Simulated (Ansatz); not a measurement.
Basis-set series for cyclopentanone (`O=C1CCCC1`). Total charge 0; spin multiplicity 1. All single points use the PBE0-D4/def2-TZVP geometry.

```json
{"functional": "PBE0-D4", "basis": "def2-SVP", "functions": "124", "energy (Eh)": "-270.07201", "HOMO (eV)": "-6.87", "LUMO (eV)": "-0.29"}
{"functional": "PBE0-D4", "basis": "def2-TZVPP", "functions": "298", "energy (Eh)": "-270.36996", "HOMO (eV)": "-6.97", "LUMO (eV)": "-0.45"}
{"functional": "ωB97M-V", "basis": "def2-SVP", "functions": "124", "energy (Eh)": "-270.24889", "HOMO (eV)": "-9.23", "LUMO (eV)": "1.99"}
{"functional": "ωB97M-V", "basis": "def2-TZVPP", "functions": "298", "energy (Eh)": "-270.56075", "HOMO (eV)": "-9.34", "LUMO (eV)": "1.76"}
```

Q: Give the rows for def2-QZVPP. (An estimate is asked.)

A: Ansatz gave: 
| functional | basis | functions | energy (Eh) | HOMO (eV) | LUMO (eV) |
| --- | --- | --- | --- | --- | --- |
| PBE0-D4 | def2-QZVPP | 582 | -270.38472 | -7.01 | -0.51 |
| ωB97M-V | def2-QZVPP | 582 | -270.57492 | -9.37 | 1.56 |

Positive LUMOs are unbound and depend on the basis.
